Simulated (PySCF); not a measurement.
PySCF input (PBE/pcseg-0):

```python
import numpy as np, basis_set_exchange as bse
from pyscf import gto, scf, dft, df
from pyscf.prop.polarizability import rks as pol

basis = {'B': gto.basis.parse(bse.get_basis('pcseg-0', elements=['B'], fmt='nwchem')), 'Cl': gto.basis.parse(bse.get_basis('pcseg-0', elements=['Cl'], fmt='nwchem'))}
mol = gto.M(
    atom='''
    B     0.00000000   -0.00000000   -0.00000000
    Cl    0.00508444    1.74500655   -0.02473757
    Cl    1.50850421   -0.87734968   -0.01892724
    Cl   -1.51358865   -0.86765687    0.04366481
    ''',
    basis=basis,
    charge=0,
    verbose=4,
    max_memory=7359,
)
mf = dft.RKS(mol, xc='pbe')
mf.grids.level = 3
mf = mf.density_fit(auxbasis=df.autoaux(mol))
mf.conv_tol = 1e-9
mf.max_cycle = 100
print('smallest overlap eigenvalue', np.linalg.eigvalsh(mol.intor('int1e_ovlp'))[0])
mf.kernel()
dip = mf.dip_moment()
p = pol.Polarizability(mf)
p.max_cycle_cphf = 60
alpha = p.polarizability()
print('polarisability/bohr^3', alpha.trace() / 3)
```

Output:

```
PySCF version 2.14.0

[INPUT] verbose = 4
[INPUT] num. atoms = 4
[INPUT] num. electrons = 56
[INPUT] charge = 0
[INPUT] spin (= nelec alpha-beta = 2S) = 0
[INPUT] symmetry False subgroup None
[INPUT] Mole.unit = angstrom
[INPUT] Symbol           X                Y                Z      unit          X                Y                Z       unit  Magmom
[INPUT]  1 B      0.000000000000   0.000000000000   0.000000000000 AA    0.000000000000   0.000000000000   0.000000000000 Bohr   0.0
[INPUT]  2 Cl     0.005084440000   1.745006550000  -0.024737570000 AA    0.009608199097   3.297584465072  -0.046747232287 Bohr   0.0
[INPUT]  3 Cl     1.508504210000  -0.877349680000  -0.018927240000 AA    2.850659814653  -1.657950610675  -0.035767299894 Bohr   0.0
[INPUT]  4 Cl    -1.513588650000  -0.867656870000   0.043664810000 AA   -2.860268013750  -1.639633854397   0.082514532181 Bohr   0.0

nuclear repulsion = 229.102112755677
number of shells = 26
number of NR pGTOs = 96
number of NR cGTOs = 48
basis = {'B': [[0, [319.234, 0.0212657], [48.2124, 0.146455], [10.7215, 0.5], [2.78043, 0.624221]], [0, [0.282375, 1.0]], [0, [0.0950029, 1.0]], [1, [2.828, 0.116029], [0.550779, 0.5]], [1, [0.12202, 1.0]]], 'Cl': [[0, [10436.2, 0.00562206], [1570.06, 0.0421295], [356.871, 0.190526], [99.7801, 0.5], [31.356, 0.468042]], [0, [4.64874, 0.5], [1.6906, 0.222191]], [0, [0.476587, 1.0]], [0, [0.170975, 1.0]], [1, [155.255, 0.0274215], [36.0178, 0.169676], [10.8277, 0.468349], [3.48174, 0.5]], [1, [0.839562, 1.0]], [1, [0.218892, 1.0]]]}
ecp = {}
ETB for B: l = 0, exps = 0.1900058 * 1.8^n , n = 0..13
ETB for B: l = 1, exps = 0.21702290000000002 * 1.8^n , n = 0..10
ETB for B: l = 2, exps = 0.24404 * 1.8^n , n = 0..6
ETB for Cl: l = 0, exps = 0.34195 * 1.8^n , n = 0..16
ETB for Cl: l = 1, exps = 0.38986699999999996 * 1.8^n , n = 0..13
ETB for Cl: l = 2, exps = 0.437784 * 1.8^n , n = 0..9
smallest overlap eigenvalue 0.022283041177828502

******** <class 'pyscf.df.df_jk.DFRKS'> ********
method = DFRKS
initial guess = minao
damping factor = 0
level_shift factor = 0
DIIS = <class 'pyscf.scf.diis.CDIIS'>
diis_start_cycle = 1
diis_space = 8
diis_damp = 0
SCF conv_tol = 1e-09
SCF conv_tol_grad = None
SCF max_cycles = 100
direct_scf = False
XC library pyscf.dft.libxc version 7.1.2
    S. Lehtola, C. Steigemann, M. J. T. Oliveira, and M. A. L. Marques,  SoftwareX 7, 1–5 (2018)
XC functionals = pbe
    J. P. Perdew, K. Burke, and M. Ernzerhof,  Phys. Rev. Lett. 77, 3865 (1996)
    J. P. Perdew, K. Burke, and M. Ernzerhof,  Phys. Rev. Lett. 78, 1396 (1997)
    J. P. Perdew, K. Burke, and M. Ernzerhof,  Phys. Rev. Lett. 77, 3865 (1996)
    J. P. Perdew, K. Burke, and M. Ernzerhof,  Phys. Rev. Lett. 78, 1396 (1997)
radial grids:
    Treutler-Ahlrichs [JCP 102, 346 (1995); DOI:10.1063/1.469408] (M4) radial grids

becke partition: Becke, JCP 88, 2547 (1988); DOI:10.1063/1.454033
pruning grids: <function nwchem_prune>
grids dens level: 3
symmetrized grids: False
atomic radii adjust function: <function treutler_atomic_radii_adjust>
small_rho_cutoff = 0
Set gradient conv threshold to 3.16228e-05
Initial guess from minao.
tot grids = 70688
init E= -1403.52944069234
  HOMO = -0.323869523977881  LUMO = -0.0790946180508596  gap/eV = 6.66066
cycle= 1 E= -1403.22292777459  delta_E= 0.307  |g|= 0.379  |ddm|=  2.3
  HOMO = -0.280198032604166  LUMO = -0.152680306231931  gap/eV = 3.46993
cycle= 2 E= -1403.07663290547  delta_E= 0.146  |g|= 0.831  |ddm|= 1.61
  HOMO = -0.290004363047577  LUMO = -0.0988782911193782  gap/eV = 5.20081
cycle= 3 E= -1403.27303402641  delta_E= -0.196  |g|= 0.0317  |ddm|= 0.956
  HOMO = -0.293584714617077  LUMO = -0.101019435282159  gap/eV = 5.23997
cycle= 4 E= -1403.27330649233  delta_E= -0.000272  |g|= 0.00731  |ddm|= 0.0575
  HOMO = -0.292612053239861  LUMO = -0.099577926550841  gap/eV = 5.25273
cycle= 5 E= -1403.27332241151  delta_E= -1.59e-05  |g|= 0.000468  |ddm|= 0.0103
  HOMO = -0.292645738748014  LUMO = -0.09957390489161  gap/eV = 5.25375
cycle= 6 E= -1403.27332246978  delta_E= -5.83e-08  |g|= 4.43e-05  |ddm|= 0.000417
  HOMO = -0.292645910579913  LUMO = -0.0995701697195193  gap/eV = 5.25386
cycle= 7 E= -1403.27332247044  delta_E= -6.63e-10  |g|= 1.3e-06  |ddm|= 7.29e-05
  HOMO = -0.292646142756791  LUMO = -0.0995703228355569  gap/eV = 5.25386
Extra cycle  E= -1403.27332247044  delta_E= 2.73e-12  |g|= 1.84e-06  |ddm|= 5.08e-06
converged SCF energy = -1403.27332247044
Dipole moment(X, Y, Z, Debye):  0.00000,  0.00001,  0.00000
Isotropic polarizability 32.3996088859
Polarizability anisotropy 24.0105970343
polarisability/bohr^3 32.39960888585646
```
